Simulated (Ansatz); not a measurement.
A made-up structure of MgAlH₃, singlet:

Mg1  (0.612, -1.470, 0.947)
Al2  (-0.403, 0.964, -0.622)
H3  (1.248, -2.992, 1.931)
H4  (-1.905, 0.953, -1.604)
H5  (0.447, 2.544, -0.652)
(Å)

It is relaxed with PBE-D4/def2-SVP and then PBE0-D4/def2-TZVP (Ansatz 0.2.0). Atoms count as bonded within 1.22 times the sum of their covalent radii (H–H: 0.88 Å). The end point is not checked to be a true minimum.

Task: Does its bonding change? (A judgement: the text doesn't fix the answer.)

Result: The calculation gives: No: no bond forms or breaks.

Where it ends: The first stage lowers the energy by 0.57 eV in 6 steps. It ends as MgAlH₃ ([MgH][AlH2]):
Mg1  (0.547, -1.312, 0.846)
Al2  (-0.359, 0.861, -0.555)
H3  (1.114, -2.672, 1.723)
H4  (-1.700, 0.850, -1.431)
H5  (0.398, 2.272, -0.583)
(Å)

Labels in which every atom is bracketed show which atoms are joined, not bond orders.

For scale, one of the runs: PBE0-D4/def2-TZVP relaxation, 87 basis functions, launched by `ansatz run in.yaml --threads 2 --pin off --events-out ev --progress --plain --max-ram 4352MiB`. The run took about 3.6 s on 2 CPU threads of an Arm Neoverse V2 (shared host).
